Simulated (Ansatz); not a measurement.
Born–Oppenheimer molecular dynamics of C2H6N (9 atoms, charge 1, multiplicity 1). It starts from a relaxed structure.

All numbers below come from RKS PBE0-D4/cc-pVDZ in Ansatz.

```json
{"ensemble": "NVT, Langevin thermostat", "time step": "0.25 fs", "steps asked": "150", "set temperature": "300 K", "friction": "1 /fs", "seed": "54153"}
```

First frame:

```xyz
9
Properties=species:S:1:pos:R:3
C -0.682 0.663 -0.947
N 0.014 0.503 0.109
C 0.498 -0.764 0.643
H -0.969 -0.209 -1.544
H -0.987 1.670 -1.248
H 0.265 1.340 0.643
H 0.171 -1.585 -0.006
H 1.595 -0.727 0.692
H 0.095 -0.893 1.657
```

Problem. What does the run give?

Solution. The run went to its last step.

```json
{"steps done": "150", "time covered": "37.5 fs", "mean temperature over the second half": "294 K", "spread of the potential energy over the second half": "5.7 meV per atom", "mean potential energy of the second half above the start": "20.7 meV per atom"}
```

A run of 0.037 ps of so small a system gives no equilibrium averages. The friction is so strong that the motion is overdamped, so the time scale means little. Limits of this set-up: the dipole of an ion depends on the origin.

Problem. What happens to the structure?

Solution. The same pairs are bonded in the first frame and the last. Pairs count as bonded within 1.25 times the sum of covalent radii (0.12 Å more for H–H). The details hang on the random start.

Problem. How do temperature and energy run in time?

Solution. 
| time (fs) | T (K) | potential energy less start (eV) |
| --- | --- | --- |
| 0.0 | 267 | 0.000 |
| 1.8 | 348 | 0.068 |
| 3.5 | 301 | 0.131 |
| 5.2 | 278 | 0.182 |
| 7.0 | 275 | 0.285 |
| 8.8 | 346 | 0.244 |
| 10.5 | 276 | 0.237 |
| 12.2 | 340 | 0.190 |
| 14.0 | 251 | 0.173 |
| 15.8 | 237 | 0.152 |
| 17.5 | 318 | 0.164 |
| 19.2 | 272 | 0.223 |
| 21.0 | 229 | 0.219 |
| 22.8 | 442 | 0.115 |
| 24.5 | 256 | 0.149 |
| 26.2 | 327 | 0.155 |
| 28.0 | 231 | 0.107 |
| 29.8 | 310 | 0.190 |
| 31.5 | 316 | 0.271 |
| 33.2 | 349 | 0.250 |
| 35.0 | 303 | 0.222 |
| 36.8 | 290 | 0.159 |

Run time: 3.7 min on 1 thread of Arm Neoverse V1, on a shared host, peak memory 0.23 GiB.
